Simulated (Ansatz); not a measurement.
A made-up structure of NaBNH2 (charge -1), closed shell:

```json
{"atom": "N1", "x (Å)": "-0.2842", "y (Å)": "-0.0167", "z (Å)": "-0.6556"}
{"atom": "B2", "x (Å)": "-0.0796", "y (Å)": "0.1731", "z (Å)": "0.6261"}
{"atom": "Na3", "x (Å)": "1.9743", "y (Å)": "-0.9973", "z (Å)": "-0.5099"}
{"atom": "H4", "x (Å)": "3.9039", "y (Å)": "-1.3525", "z (Å)": "-0.6878"}
{"atom": "H5", "x (Å)": "-0.4727", "y (Å)": "0.5819", "z (Å)": "1.6835"}
```

It is relaxed with PBE-D4/def2-SVPD and then PBE0-D4/def2-TZVPD (Ansatz 0.2.0). Atoms count as bonded within 1.22 times the sum of their covalent radii (H–H: 0.88 Å). The end point is not checked to be a true minimum.

**Question.** Does its bonding change? (Judge from chemistry; the calculation decides.)

**Answer.** The calculation gives: Yes. Formed: none; broken: B2–Na3.

Where it ends: The first stage lowers the energy by 0.57 eV in 13 steps. It ends as NaBNH₂ ([BH][N][NaH]), total charge -1:
N1  (0.544, -0.112, 0.320)
B2  (-0.497, 0.362, 0.840)
Na3  (2.387, -0.949, -0.595)
H4  (4.085, -1.720, -1.438)
H5  (-1.478, 0.808, 1.330)
(Å)

Labels in which every atom is bracketed show which atoms are joined, not bond orders.

For scale, one of the runs: PBE0-D4/def2-TZVPD relaxation, 127 basis functions, launched by `ansatz run in.yaml --threads 2 --pin off --events-out ev --progress --plain --max-ram 4352MiB`. The run took about 9.5 s on 2 CPU threads of an Arm Neoverse V1 (shared host).
